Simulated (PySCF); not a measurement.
Zinc-blende CdSe was calculated with MP2 (GTH pseudopotentials, Gaussian basis, DZ basis; PySCF).

The same calculation (at a fixed cell, not relaxed at this level and not confirmed as the measured one, 27.708 Å³/atom) with different numerical settings:

```csv
run,k mesh,correlation energy (eV/atom),total energy (eV/atom)
1,2×2×2,-5.9673,-770.9387
2,3×3×3,-6.1726,-771.1767
3,4×4×4,-6.2402,-771.2036
```

In the column correlation energy (eV/atom) the first row differs from the last by +0.2729 and the next to last by +0.0676.

The last row is no converged limit: other settings stay fixed.
